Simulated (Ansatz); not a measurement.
## Two structures, one formula

Two relaxed structures of CH3OS, doublet (PBE0-D4/def2-TZVP; forces vanish, vibrations not checked).

A:

```csv
atom,x (Å),y (Å),z (Å)
O1,-0.7986,-0.6627,-0.0502
C2,0.2046,0.2061,0.1966
S3,0.3425,1.6955,-0.6542
H4,-1.2560,-0.3763,-0.8502
H5,-0.5963,2.4409,-0.0117
H6,0.7765,-0.0233,1.0841
```

B:

```xyz
6
angstrom
O 0.1784 1.5077 -0.1329
C 0.3358 0.2137 0.1526
S -0.5558 -1.0184 -0.8589
H -1.7849 -0.5844 -0.5395
H 1.4015 -0.0695 0.1193
H 0.0533 0.0860 1.2151
```

Ansatz 0.2.0; basis: def2-TZVPP; cores frozen in the correlated methods; orbitals are unrestricted. B3LYP uses VWN-RPA correlation.

Task: Which structure is lower at CCSD(T), and by how much? (An estimate is asked for; the value comes from the calculation.)

Result: Computed: A, by 56.7 kJ/mol (electronic energy, against the other). By their contacts, A is CH₃OS ([OH][CH][SH]) and B is CH₃OS ([O][CH2][SH]).

All methods give the same order:

```json
{"method": "PBE-D4", "E(B) − E(A) (kJ/mol)": "53.8"}
{"method": "r2SCAN-D4", "E(B) − E(A) (kJ/mol)": "55.1"}
{"method": "PBE0-D4", "E(B) − E(A) (kJ/mol)": "56.5"}
{"method": "B3LYP-D4", "E(B) − E(A) (kJ/mol)": "52.2"}
{"method": "wB97M-V", "E(B) − E(A) (kJ/mol)": "56.6"}
{"method": "HF", "E(B) − E(A) (kJ/mol)": "11.8"}
{"method": "MP2", "E(B) − E(A) (kJ/mol)": "78.7"}
{"method": "CCSD", "E(B) − E(A) (kJ/mol)": "53.3"}
{"method": "CCSD(T)", "E(B) − E(A) (kJ/mol)": "56.7"}
```

The T1 diagnostic stays at or below 0.021. ⟨S²⟩ of the unrestricted Hartree–Fock references: 0.76 to 0.77 (a pure state has 0.75).

Labels in which every atom is bracketed show which atoms are joined, not bond orders.

For scale, one of the runs: CCSD(T)/def2-TZVPP, 146 basis functions, launched by `ansatz run in.yaml --threads 2 --pin off --events-out ev --progress --plain --max-ram 4352MiB`. The run took 64 s on 2 CPU threads of an Arm Neoverse V2 (shared host), with 2.1 GiB of host memory at its peak.
